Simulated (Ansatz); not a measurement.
Input file:

```yaml
crystal:
  periodic: [false, false, false]
  atoms:
    - {symbol: Al, position_ang: [-0.389964, 0.000000, 0.416811]}
    - {symbol: C, position_ang: [0.824461, 0.000000, -1.074877]}
    - {symbol: H, position_ang: [0.614588, 0.000000, 1.650711]}
basis:
  gaussian: {orbitals: 6-31G}
magnetization: {spin_polarized: false}
correlation: {method: ccsdt_q, electrons: outside_noble_gas}
```

```sh
$ ansatz run in.yaml --threads 1 --pin off --events-out ev --progress --plain --max-ram 2393MiB
```

Output:

```
516 factors; integrals over basis functions are off by at most 1.2e-7 eV
mean field evaluation 1: about -7619.5234 eV, gradient 9.7e0 eV
mean field evaluation 2: about -7619.5262 eV, gradient 9.7e0 eV
mean field evaluation 4: about -7620.0880 eV, gradient 2.1e0 eV
mean field evaluation 8: about -7620.1308 eV, gradient 2.1e-2 eV
mean field evaluation 16: about -7620.2744 eV, gradient 1.4e0 eV
mean field evaluation 32: about -7619.8430 eV, gradient 7.5e0 eV
mean field evaluation 64: about -7620.1327 eV, gradient 1.3e-1 eV
mean field evaluation 96: about -7620.3460 eV, gradient 1.0e-1 eV
mean field evaluation 128: about -7620.1327 eV, gradient 1.3e-1 eV
mean field evaluation 160: about -7619.6914 eV, gradient 4.3e0 eV
...
cycle  24  -4.76557621 eV  change    1.7e-5 eV  update   1.4e-5
cycle  25  -4.76556307 eV  change    1.3e-5 eV  update   9.1e-6
cycle  26  -4.76556355 eV  change   -4.8e-7 eV  update   7.1e-6
cycle  27  -4.76556317 eV  change    3.9e-7 eV  update   5.5e-6
cycle  28  -4.76556865 eV  change   -5.5e-6 eV  update   4.9e-6
cycle  29  -4.76557274 eV  change   -4.1e-6 eV  update   4.2e-6
cycle  30  -4.76557533 eV  change   -2.6e-6 eV  update   2.9e-6
cycle  31  -4.76557452 eV  change    8.1e-7 eV  update   1.9e-6
cycle  32  -4.76557425 eV  change    2.8e-7 eV  update   1.4e-6
cycle  33  -4.76557431 eV  change   -6.7e-8 eV  update   9.6e-7
perturbative correction -0.05033536 eV, -0.0018497905 hartree
Total energy: -7624.94669360 eV, -280.2116226152 hartree
```

For the same geometry and basis full CI lies 3.5 meV higher.

Ran on 1 thread of Arm Neoverse V2, shared host: 1.9 s wall, 0.14 GiB peak host memory.
